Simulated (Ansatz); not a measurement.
Breaking a bond in CHF2 (SMILES F[CH]F)

CHF2: 4 atoms, total charge 0, spin state doublet. As SMILES, `F[CH]F`. The coordinates come from a PBE0-D4/def2-TZVP relaxation.

```xyz
4

F    -1.2082    0.2646   -0.1417
C     0.0386    0.0634    0.2444
F     0.4331   -1.1668   -0.0296
H     0.7365    0.8387   -0.0731
```

The C2–F3 distance is scanned; the parts on either side stay rigid. Basis STO-3G, 3 core orbitals frozen in the correlated methods; program Ansatz 0.2.0. FCI is exact within this basis and core. Energies in eV from each method's value at 1.321 Å; open shells run as named; a dash marks a point that is missing or didn't converge. The shape above is that at 1.321 Å.

```
distance (Å)   UHF  UCAM-B3LYP  U-wB97X  U-wB97M-V
       1.321  0.00        0.00     0.00       0.00
       1.651  1.54        1.14     1.14       1.16
       1.981  2.79        3.55     3.56       3.61
       2.641  3.15        5.16     5.03       5.17
       3.302  3.18        5.32     5.15          –
```

Problem. Estimate the FCI curve, and say how far off each method is.

Solution. 
```csv
distance (Å),FCI
1.321,0.00
1.651,0.87
1.981,2.66
2.641,3.97
3.302,4.05
```

Departure from the FCI curve at its largest: UHF -0.87 eV at 3.30 Å; UCAM-B3LYP +1.28 eV at 3.30 Å; U-wB97X +1.11 eV at 3.30 Å; U-wB97M-V +1.20 eV at 2.64 Å. For the functionals part of the departure is owed to the small basis.
